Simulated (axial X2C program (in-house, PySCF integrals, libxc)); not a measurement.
# Low determinants of NH⁺ at the PBE0 level, with spin–orbit coupling

Computed with an in-house all-electron X2C program for linear molecules (integrals from PySCF). Two-component (2c) means X2C with spin–orbit coupling and atomic mean-field two-electron Coulomb and Gaunt terms. Basis: N dyall-av3z [7s7p3d2f], H dyall-v3z [6s2p1d] (cores contracted in-house); Gaussian nuclei, density fitting, unrestricted open shells. Masses: N 14.003 u, H 1.008 u.

Search at 1.101 Å (vertical energies from the lowest determinant):

```tsv
ΔE (eV)	state	electrons beyond evenly filled partner blocks	electrons in ±ω = 1/2, 3/2, 5/2, 7/2
0.00	Ω = 3/2	ω = 3/2	6 1 0 0
0.23	Ω = 1/2	ω = 1/2	7 0 0 0
1.47	Ω = 1/2	2 × ω = -1/2, ω = 3/2	6 1 0 0
2.81	Ω = 5/2	2 × ω = 1/2, ω = 3/2	6 1 0 0
2.82	Ω = 1/2	ω = 1/2	5 2 0 0
```

Lowest determinant, Ω = 3/2 (⟨Sz⟩ = 1.50, ⟨Lz⟩ = 0.00 at PBE0): Re = 1.099 Å, ωe = 2638.9 cm⁻¹.

The determinant in row 2 of the search, Ω = 1/2 (⟨Sz⟩ = -0.50, ⟨Lz⟩ = 1.00 at PBE0), was followed along the bond at PBE0; measured from the minimum of the lowest determinant it gives:

Te = 0.226 eV (1825 cm⁻¹), Re = 1.077 Å, ωe = 3012.8 cm⁻¹.

Problem. Compare the bond of the determinant in row 2 with that of the lowest one.

Solution. At PBE0 its Re is 0.022 Å shorter and its force constant, which goes as ωe², is 1.30 times that of the lowest determinant. T0 ≈ Te + Δωe/2 = 1825 + (187) = 2012 cm⁻¹.

The search compares states at one distance, so a state with another bond length can lie lower; it is not exhaustive and yields mostly the lowest determinant of each block pattern, so other components and higher states of one pattern are missing. These are energies of single determinants, not of spin-adapted states; PBE0 term energies can be off by some tenths of an eV, and the functional has no current term. The lowest determinant need not be the ground state where others lie within half an eV.
